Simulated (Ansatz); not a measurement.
`C=C=C=C`. Total charge 0; spin multiplicity 1. All single points use the PBE0-D4/def2-TZVP geometry.

```xyz
8

C     0.650   -0.842   -1.625
C     0.212   -0.274   -0.529
C    -0.212    0.274    0.529
C    -0.650    0.842    1.625
H    -0.020   -1.070   -2.448
H     1.696   -1.103   -1.745
H    -1.696    1.103    1.745
H     0.020    1.069    2.449
```

Problem. What is the dipole moment at r2SCAN/def2-TZVPP? (Estimate.)

Solution. The calculation gave: 0.00 D, zero by symmetry or nearly so.

Problem. Give the Mulliken charges with r2SCAN, ωB97M-V, B3LYP in def2-TZVPP. (An estimate is asked.)

Solution. Computed: 
```tsv
atom	r2SCAN	ωB97M-V	B3LYP
C1	-0.18	-0.19	-0.21
C2	-0.03	-0.06	-0.04
C3	-0.03	-0.06	-0.04
C4	-0.18	-0.19	-0.21
H5	0.11	0.12	0.12
H6	0.11	0.12	0.12
H7	0.11	0.12	0.12
H8	0.11	0.12	0.12
```

B3LYP here is the variant with VWN-RPA as its local correlation; programs differ in this.
